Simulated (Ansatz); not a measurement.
# CH5B (triplet): from Hartree-Fock to the top rungs at distance B1–H4 along a hydrogen transfer = 1.370 Å, cc-pVDZ

The task here is to estimate one member of a computed series from the others.

Method: cc-pVDZ, core rule «outside noble gas», up to 2 orbitals frozen; program: Ansatz 0.2.0, Gaussian basis.

Plan: UHF; CCSD(T) on ROHF; CCSD(T) on UHF; BCCD(T) on ROHF; CISD; CCSDT(Q) on ROHF; CCSDT(Q) on UHF; CASSCF and NEVPT2, 4 electrons in 4 orbitals.

10 further runs of the same task are left out: 2 for a mislabelled method, 7 that didn't finish, 1 set aside as unsound or not needed.

### The geometry

The geometry derives from fragments relaxed apart (PBE0/def2-TZVP) and kept rigid, so it is no stationary point. A hydrogen atom is moved between rigid fragments.

7 atoms, charge 0, spin multiplicity 3.

Atoms are counted from 1 here; the program's logs count them from 0.

Bond lengths: B1–H2 1.193 Å, B1–H3 1.193 Å, B1–H4 1.370 Å, H4–C5 1.222 Å, C5–H6 1.079 Å, C5–H7 1.079 Å. Angles: H2–B1–H3 120.0°, H2–B1–H4 120.0°, H3–B1–H4 120.0°, B1–H4–C5 180.0°, H4–C5–H6 112.6°, H4–C5–H7 112.6°, H6–C5–H7 134.8°.

Set-up of the first run:

Contents of in.yaml:

```yaml
crystal:
  periodic: [false, false, false]
  atoms:
    - {symbol: B, position_ang: [-1.341295, 0.000000, 0.000000]}
    - {symbol: H, position_ang: [-1.938028, 1.033571, 0.000000]}
    - {symbol: H, position_ang: [-1.938028, -1.033571, 0.000000]}
    - {symbol: H, position_ang: [0.028705, 0.000000, 0.000000]}
    - {symbol: C, position_ang: [1.250705, 0.000000, 0.000000]}
    - {symbol: H, position_ang: [1.665173, 0.000000, 0.996161]}
    - {symbol: H, position_ang: [1.665173, 0.000000, -0.996161]}
basis:
  gaussian: {orbitals: cc-pVDZ}
magnetization: {spin_polarized: true, initial_magnetization: 2}
hamiltonian: {xc: hf}
output: {orbitals: {seedname: orbitals}}
```

The run is started by

```
$ ansatz run in.yaml --threads 1 --pin off --events-out ev --progress --plain --max-ram 2393MiB
```

Among the steps run: UHF; CCSD(T) on ROHF; CCSD(T) on UHF; BCCD(T) on ROHF; CISD; CCSDT(Q) on ROHF; CCSDT(Q) on UHF; CASSCF and NEVPT2, 4 electrons in 4 orbitals.

One table of the session follows, with a row left open; its other results are not shown here.

| method | from UCCSDT(Q) (kJ/mol) |
| --- | --- |
| ROHF | +699.2 |
| UHF | +667.8 |
| RMP2 | +125.0 |
| UMP2 | +130.5 |
| CISD | +67.8 |
| RCCSD | +16.9 |
| UCCSD | +16.4 |
| RCCSD(T) | +3.0 |
| UCCSD(T) | +3.1 |
| BCCD(T) | +3.1 |
| RCCSDT | +0.7 |
| UCCSDT | +0.6 |
| RCCSDT(Q) | ? |
| UCCSDT(Q) | 0 |

Estimate the missing values for RCCSDT(Q).

The run gave: from UCCSDT(Q) (kJ/mol): +0.1. In the column «from UCCSDT(Q) (kJ/mol)» it lies between UCCSDT(Q) (0) and UCCSDT (+0.6).

Left out of the table: CASSCF pair, NEVPT2 pair (the active space lost an orbital or holds another state than full CI finds).

Limits of these values: Restricted and unrestricted rows rest on different reference determinants; where their highest levels disagree by more than a few hundredths of an eV, they describe different states and don't form one ladder. Warnings in the runs' records: passed over end.
